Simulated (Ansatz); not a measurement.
The same path of H₆NSi₂ (9 atoms, charge 0, multiplicity 2) was run 3 times with different band settings. The coordinate that changes most is the dihedral N1–Si2–Si3–H9.

Computed with UHF/6-31G* (Ansatz 0.2.0).

Relaxed end points:

```xyz
9
Properties=species:S:1:pos:R:3
N -1.649 0.341 -1.212
Si 0.014 0.689 -0.728
Si 0.652 -0.881 0.910
H -2.362 0.822 -0.686
H 0.870 0.563 -1.921
H 0.175 2.060 -0.189
H 2.040 -0.605 1.338
H 0.581 -2.257 0.381
H -0.232 -0.778 2.091
```

```xyz
9
Properties=species:S:1:pos:R:3
N -1.782 0.783 -0.707
Si -0.048 0.491 -0.875
Si 0.639 -0.898 0.900
H -2.033 1.594 -0.163
H 0.177 -0.176 -2.170
H 0.744 1.743 -0.859
H 0.348 -0.251 2.197
H 2.097 -1.131 0.808
H -0.055 -2.201 0.852
```

Common settings: spring 5.0 eV/Å²; optimiser quadratic models (default); start path through a guess of the saddle point; force threshold 0.05 eV/Å; end points relaxed.

| run | movable images | climbing image | iteration limit |
| --- | --- | --- | --- |
| 1 | 5 | yes | 57 |
| 2 | 4 | no | 60 |
| 3 | 6 | no | 60 |

Q: What does each run give, and how far can it be trusted?

A: Run 1: converged after 18 iterations, highest image 0.044 eV above the first end. A vibrational analysis at the climbing image gives one clearly imaginary mode, 106i cm⁻¹: a first-order saddle point.
Run 2: converged after 14 iterations, highest image 0.058 eV above the first end. No image climbed, so the highest image needn't sit at the top of the path.
Run 3: converged after 11 iterations, highest image 0.068 eV above the first end. No image climbed, so the highest image needn't sit at the top of the path.
